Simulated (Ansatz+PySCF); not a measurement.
Values are calculated unless marked as measured or tabulated.
## Ansatz (development build ahead of 0.2.0) run

```yaml
crystal:
  periodic: [false, false, false]
  atoms:
    - { symbol: C, position_ang: [0.0, -0.25683, -1.27099] }
    - { symbol: C, position_ang: [0.0, 0.57948, 0.0] }
    - { symbol: C, position_ang: [0.0, -0.25683, 1.27099] }
    - { symbol: H, position_ang: [0.0, 0.37295, -2.17406] }
    - { symbol: H, position_ang: [0.88755, -0.90876, -1.32081] }
    - { symbol: H, position_ang: [-0.88755, -0.90876, -1.32081] }
    - { symbol: H, position_ang: [-0.87918, 1.24711, 0.0] }
    - { symbol: H, position_ang: [0.87918, 1.24711, 0.0] }
    - { symbol: H, position_ang: [0.0, 0.37295, 2.17406] }
    - { symbol: H, position_ang: [-0.88755, -0.90876, 1.32081] }
    - { symbol: H, position_ang: [0.88755, -0.90876, 1.32081] }
basis:
  gaussian: { orbitals: def2-SVP }
magnetization:
  spin_polarized: true
hamiltonian:
  xc: hf
correlation:
  method: mp2
  frozen_orbitals: { C: 1, H: 0 }
scf:
  omitted_lower_state_checks: [starts, atomic_configurations, cluster_reference, orbital_swaps, given_window_search, neighbouring_geometries, increment]
```

The input is written out in the form of the current development build from the run's settings.

The run gave:

```yaml
Converged: yes
Reference_energy: -118.18168 hartree
Correlation_energy: -0.44555 hartree
Total_energy: -118.62724 hartree
Spin_squared_of_the_determinant: 0.000
Stability_test: minimum
```
